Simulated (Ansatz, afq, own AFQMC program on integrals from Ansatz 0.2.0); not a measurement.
Atomization energy of Si$_{2}$Ge$_{3}$H$_{10}$, singlet

```yaml
atoms:
  - { symbol: Si, position_ang: [-1.2754, -0.8728, 1.2860] }
  - { symbol: Ge, position_ang: [0.0874, -1.9740, -0.3457] }
  - { symbol: Si, position_ang: [1.8222, -0.3770, -0.7636] }
  - { symbol: Ge, position_ang: [0.7158, 1.7512, -0.7236] }
  - { symbol: Ge, position_ang: [-1.3412, 1.4102, 0.5589] }
  - { symbol: H, position_ang: [-0.5862, -0.9442, 2.6141] }
  - { symbol: H, position_ang: [-2.6392, -1.4739, 1.4179] }
  - { symbol: H, position_ang: [-0.7314, -2.1953, -1.6349] }
  - { symbol: H, position_ang: [0.6243, -3.3365, 0.1325] }
  - { symbol: H, position_ang: [2.5447, -0.6197, -2.0511] }
  - { symbol: H, position_ang: [2.8099, -0.4362, 0.3610] }
  - { symbol: H, position_ang: [0.3656, 2.2012, -2.1564] }
  - { symbol: H, position_ang: [1.6021, 2.8370, -0.0820] }
  - { symbol: H, position_ang: [-1.4385, 2.3898, 1.7447] }
  - { symbol: H, position_ang: [-2.5602, 1.6402, -0.3576] }
```

Atoms in their ground-state spins without spin–orbit coupling (mostly on UHF) minus the molecule (RHF), without zero-point energy. The geometry is a stationary point, not shown to be a minimum.

Basis def2-SVP. Noble-gas cores (and the filled d shells of Ga–Kr and In–Xe) are frozen. Ansatz 0.2.0 and our own AFQMC program on the same integrals; the CISD trial comes from CCSD amplitudes, and released means the phaseless constraint is let go. Uncertainties: one standard error, sampling alone. No spin–orbit coupling. The errors of all members are added in quadrature.

No full CI on the walks' own integrals is used here. The released AFQMC energy serves as the reference, which it does only where one determinant dominates, the energy is flat over the last release times and near the phaseless one (40 meV or 2 meV an electron, half that with transition metals). On small molecules, where full CI could be run and the noise was under 10 meV, such values lay within 10 meV of it in 19 cases of 20, a flattering rate, since the rule was set on those same cases; what remains of the bias isn't in the error bar. Each member takes its own surest rung, up to full CI.

The best estimate is CCSD(T) at the basis-set limit (CBS: def2-TZVPP and def2-QZVPP, with their diffuse functions for anions and beside diffuse sets, MP2 extrapolated, CCSD(T) minus MP2 from TZVPP) plus the step from CCSD(T) to AFQMC with the constraint released in def2-SVP. Rows without CBS are in def2-SVP, the functionals in def2-TZVP; B2PLYP and the wave-function rows carry a basis error of their own. Core correlation and relativity beyond core potentials are missing, and ± holds the sampling alone.

Cautions: inner d shell frozen; no relativity below Rb; no spin-orbit coupling; Si₂Ge₃H₁₀ (singlet): the released value is read at 0.90 1/Eh with a noise of 20 meV, more than in the cases checked (meV from the phaseless value at times in 1/Eh: -1 ± 8 at 0.21, -3 ± 10 at 0.42, -4 ± 13 at 0.63, -18 ± 20 at 0.90).

| level | atomization energy (kcal/mol) |
| --- | --- |
| wB97M-V | 985.3 |
| HF | 730.4 |
| PBE0 | 974.7 |

Task: From these cheaper values, estimate the atomization energy at the level of the best estimate.

Result: 990.7 ± 0.5 kcal/mol (best estimate, highest rung released AFQMC).

```csv
level,atomization energy (kcal/mol),error against the best estimate (kcal/mol)
MP2,903.4,-87.3 ± 0.5
CCSD,909.1,-81.6 ± 0.5
CCSD(T),918.3,-72.4 ± 0.5
ph-AFQMC/CISD,919.3 ± 0.2,-71.4 ± 0.5
released AFQMC,919.6 ± 0.5,-71.1
HF/CBS,734.1,-256.6 ± 0.5
MP2/CBS,971.7,-19.0 ± 0.5
CCSD(T)/CBS,989.5,-1.2 ± 0.5
PBE,971.5,-19.2 ± 0.5
r2SCAN,996.5,5.8 ± 0.5
B3LYP,967.6,-23.2 ± 0.5
B2PLYP,961.0,-29.7 ± 0.5
```

Correlation beyond CCSD(T) adds 1.2 ± 0.5 kcal/mol. Going to the basis-set limit adds 71.2 kcal/mol at CCSD(T). The perturbative (T) step is worth +9.2 kcal/mol.

Best estimates are given only where the step beyond CCSD(T) is under 0.3 eV and no member's determinant is very poor (T1 over 0.05, or 0.07 for open shells, ⟨S²⟩ too high by 0.3, two states mixed), so the hardest cases are missing from such tables.

The functionals ran in a triple-zeta set and keep a basis error of their own, a few kJ/mol for each bond in atomization energies and more for double hybrids, so close places among them and the extrapolated levels can swap.

Each member of a difference takes its own highest rung, so a best estimate needn't equal the limit plus the step of one row. Released energies are given only where the last usable release times agree within the noise; a slower fall can still hide under it.
